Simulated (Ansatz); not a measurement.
A trace of molecular dynamics of BF2H (4 atoms, charge 0, multiplicity 1).

The calculation used Ansatz 0.2.0, RKS PBE-D4/def2-SVP.

```
ensemble                      : NVE (velocity Verlet)
starting velocities drawn for : 3000 K
seed                          : 357858
```

| time (fs) | T (K) | potential energy less start (eV) | conserved less start (meV/atom) |
| --- | --- | --- | --- |
| 0 | 3000 | 0.000 | 0.00 |
| 6 | 1005 | 0.556 | 10.06 |
| 12 | 808 | 0.603 | 9.19 |
| 18 | 1850 | 0.323 | 6.38 |
| 24 | 1300 | 0.483 | 10.94 |
| 30 | 1353 | 0.469 | 10.67 |
| 36 | 2388 | 0.171 | 3.16 |
| 42 | 1043 | 0.547 | 10.30 |
| 48 | 690 | 0.637 | 9.92 |
| 54 | 1692 | 0.381 | 10.60 |
| 60 | 2244 | 0.228 | 8.18 |
| 66 | 918 | 0.597 | 14.60 |
| 72 | 1879 | 0.313 | 5.69 |
| 78 | 1430 | 0.448 | 10.52 |
| 84 | 596 | 0.673 | 12.99 |
| 90 | 2016 | 0.297 | 10.62 |
| 96 | 2484 | 0.154 | 5.27 |
| 102 | 422 | 0.725 | 14.64 |
| 108 | 1629 | 0.366 | 2.86 |
| 114 | 1751 | 0.349 | 6.52 |
| 120 | 1043 | 0.539 | 8.15 |

**Question.** Can this run be trusted? Judge the integration.

**Answer.** The conserved energy wandered by up to 15.0 meV per atom (net 8.2 meV per atom), which is poor conservation. Over the second half the temperature averaged 0.49 of the 3000 K drawn at the start: a run that starts near a minimum puts about half its kinetic energy into the potential. A step of 3 fs is long for free X–H stretches (periods near 10 fs) and can bias their spread and the temperature. A run of 0.12 ps of so small a system gives no equilibrium averages. The time step was 3 fs.

Time of the run: 28 s on 1 thread of Arm Neoverse V1 (shared host), peak memory 0.083 GiB.
